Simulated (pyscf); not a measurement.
Hydrogen abstraction: Cl–CH₂–SiH(Cl)–Cl + H atom (H•) → Cl–CH₂–Si•(Cl)–Cl + hydrogen (H₂)

Gas phase, doublet surface, charge 0. Bonds broken: Si2–H6. Bonds formed: H6–H9. Single points on ωB97X-D3(BJ)/def2-SVP structures (PySCF, gas phase).

Transition state (Å):

```xyz
9

C     -0.4500    -0.5876     1.3108
Si    -0.2980     0.5468    -0.1755
Cl    -0.4092    -2.2908     0.7844
Cl    -1.8613     0.2016    -1.4525
Cl     1.4793     0.1809    -1.1246
H     -0.3338     2.0628     0.2687
H     -1.3970    -0.4052     1.8407
H      0.3796    -0.4161     2.0132
H     -0.3623     3.2111     0.5796
```

One imaginary mode, 1046i cm⁻¹; descent along it reached the two sides named.

```tsv
bond	change	reactant side (Å)	saddle	product side
Si2–H6	breaks	1.480	1.580	3.2
H6–H9	forms	3.3	1.190	0.761
```

Electronic energies relative to the separated reactants (eV):

| level | barrier | reaction energy | reverse barrier |
|---|---|---|---|
| ωB97X-D3(BJ)/def2-TZVP | 0.26 | -0.47 | 0.72 |
| PBE/def2-TZVP | 0.03 | -0.64 | 0.67 |
| r²SCAN/def2-TZVP | 0.00 | -0.66 | 0.66 |
| B3LYP-D3(BJ)/def2-TZVP | 0.04 | -0.67 | 0.71 |
| PBE0-D3(BJ)/def2-TZVP | 0.12 | -0.52 | 0.64 |
| M06-2X/def2-TZVP | 0.29 | -0.59 | 0.88 |
| ωB97M-D3(BJ)/def2-TZVP | 0.26 | -0.45 | 0.70 |
| HF/def2-TZVP | 0.67 | -0.19 | 0.86 |

With ωB97M-D3(BJ)/def2-TZVP energies and thermal terms (ideal gas, 1 atm, RRHO with modes under 100 cm⁻¹ raised to 100, one conformer, R ln 2 for chiral ones without a mode under 150 cm⁻¹), in eV:

```json
[
 {"T (K)": "298", "ΔH‡": "0.19", "ΔG‡": "0.47", "ΔH": "-0.40", "ΔG": "-0.46"},
 {"T (K)": "600", "ΔH‡": "0.18", "ΔG‡": "0.75", "ΔH": "-0.40", "ΔG": "-0.52"},
 {"T (K)": "900", "ΔH‡": "0.17", "ΔG‡": "1.03", "ΔH": "-0.42", "ΔG": "-0.57"},
 {"T (K)": "1200", "ΔH‡": "0.17", "ΔG‡": "1.32", "ΔH": "-0.45", "ΔG": "-0.62"}
]
```

Cl–CH₂–SiH(Cl)–Cl lies 1.90 eV over its isomer H₃C–Si(Cl)(Cl)–Cl (electronic energy, ωB97M-D3(BJ)). Cl–CH₂–Si•(Cl)–Cl lies 1.39 eV over its isomer •H₂C–Si(Cl)(Cl)–Cl (electronic energy, ωB97M-D3(BJ)). This is the saddle that the search found; another between the same sides may lie lower. The angle at the transferred H is 179°.
